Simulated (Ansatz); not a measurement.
# Worked example: correlation energy of Ga–C–GaH⁺, triplet

Geometry: that of the Ga–C–GaH, quartet, kept fixed.

```yaml
atoms:
  - { symbol: Ga, position_ang: [0.0000, -0.3116, 2.6806] }
  - { symbol: C, position_ang: [0.0001, -0.4142, 0.6623] }
  - { symbol: Ga, position_ang: [0.0000, -0.3728, -1.3382] }
  - { symbol: H, position_ang: [0.0000, 1.0986, -2.0048] }
```

Basis cc-pVDZ; Ansatz 0.2.0. Correlated methods freeze the noble-gas cores and the filled d shells of p-block atoms, which leaves 10 electrons in 44 orbitals. R marks a restricted (for open shells ROHF) determinant. No spin–orbit coupling is included, and no scalar relativity.

Full CI isn't at hand for all of this; RCCSDT(Q) serves as the reference, and is uncertain by about the last step of the cluster series.

Runs differ by some tens of microhartree through their thresholds and, for an open shell, their frozen cores, so steps under 0.03 kcal/mol mean nothing.

```csv
level,total energy (hartree)
RHF,-3884.507364
RMP2,-3884.684357
RCCSD,-3884.725588
RCCSD(T),-3884.735435
RCCSDT,-3884.737596
RCCSDT(Q),-3884.738585
```

What is the correlation energy at RCCSDT(Q), and what share of it do RMP2 and RCCSD recover?

E(corr) = -3884.738585 − (-3884.507364) = -0.231221 hartree = -6.292 eV. RMP2: -0.176993 / -0.231221 = 76.55 %. RCCSD: -0.218224 / -0.231221 = 94.38 %.

By how many kcal/mol does RCCSD(T) miss RCCSDT(Q) (1 hartree = 627.509 kcal/mol), and which steps make up the rest?

-3884.735435 − (-3884.738585) = 0.003150 hartree = 1.98 kcal/mol. Steps: RCCSDT − RCCSD(T) = -1.36, RCCSDT(Q) − RCCSDT = -0.62 kcal/mol. Differences between like states or geometries often cancel part of this.
